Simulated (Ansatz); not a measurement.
**NH (singlet): the correlation ladder at distance N1–H2 = 1.038 Å, aug-cc-pVTZ**

One table from this session's results is given with a row withheld; the runs are named, their logs left out.

Program: Ansatz 0.2.0, Gaussian basis. Level of theory: aug-cc-pVTZ, core rule «outside noble gas», up to 1 orbitals frozen. These are calculated values, not measurements.

The runs, in order: UHF; CCSD(T) on RHF; CCSD(T) on UHF; BCCD(T) on RHF; CCSDT(Q) on RHF; CCSDT(Q) on UHF; CCSDTQ on RHF; CASSCF and MRCISD+Q, 2 electrons in 2 orbitals; CASSCF and NEVPT2, 2 electrons in 2 orbitals; CASSCF and MRCISD+Q, 6 electrons in 5 orbitals; CASSCF and NEVPT2, 6 electrons in 5 orbitals; Full CI; Full CI in the symmetry of the determinant.

1 further run of the same task is left out (it didn't finish).

**The system**

The geometry derives from a PBE0/def2-TZVP stationary point (not a proven minimum). One bond is set to the value named and the two fragments are kept rigid.

2 atoms, charge 0, spin multiplicity 1.

Atoms are counted from 1 here; the program's logs count them from 0.

Bond lengths: N1–H2 1.039 Å.

As a file:

```xyz
2
HN
N     0.0000    0.0000    0.0000
H     0.0000    0.0000    1.0385
```

Set-up of the first run:

The input, in.yaml:

```yaml
crystal:
  periodic: [false, false, false]
  atoms:
    - {symbol: N, position_ang: [0.000000, 0.000000, 0.000000]}
    - {symbol: H, position_ang: [0.000000, 0.000000, 1.038535]}
basis:
  gaussian: {orbitals: aug-cc-pVTZ}
magnetization: {spin_polarized: true, initial_magnetization: 0}
hamiltonian: {xc: hf}
output: {orbitals: {seedname: orbitals}}
```

Started as:

```sh
> ansatz run in.yaml --threads 1 --pin off --events-out ev --progress --plain --max-ram 3956MiB --backend cpu
```

Steps of the session up to this table: UHF; CCSD(T) on RHF; CCSD(T) on UHF; BCCD(T) on RHF; CCSDT(Q) on RHF; CCSDT(Q) on UHF; CCSDTQ on RHF; CASSCF and MRCISD+Q, 2 electrons in 2 orbitals; CASSCF and NEVPT2, 2 electrons in 2 orbitals; CASSCF and MRCISD+Q, 6 electrons in 5 orbitals; CASSCF and NEVPT2, 6 electrons in 5 orbitals; Full CI; Full CI in the symmetry of the determinant.

One table of the session follows, with a row left open; its other results are not shown here.

```
          method  from FCI (kcal/mol)
             RHF              +131.56
            RMP2               +30.31
           RCCSD               +12.48
        RCCSD(T)                +6.74
         BCCD(T)                +6.75
          RCCSDT                +0.71
       RCCSDT(Q)                -0.36
         RCCSDTQ                +0.01
     CASSCF pair              +110.40
     NEVPT2 pair               +13.05
     MRCISD pair                +5.93
   MRCISD+Q pair                +0.39
  CASSCF valence                    ?
  NEVPT2 valence               +16.88
  MRCISD valence                +4.65
MRCISD+Q valence                +0.38
             FCI                    0
```

Estimate the missing values for CASSCF valence.

**Answer.** from FCI (kcal/mol): +97.42. In the column «from FCI (kcal/mol)» it lies between RMP2 (+30.31) and CASSCF pair (+110.40).

To keep in mind: The report flags that the cluster equations may have other roots. Left out of the table: UHF, UMP2, UCCSD, UCCSD(T), UCCSDT, UCCSDT(Q) (another determinant or state than the rows shown). The program flags RCCSDT(Q), RCCSDTQ as in doubt, so those rows may rest on another solution; read them beside their warnings. RCCSDT(Q) falls below full CI, which methods that aren't variational can do.
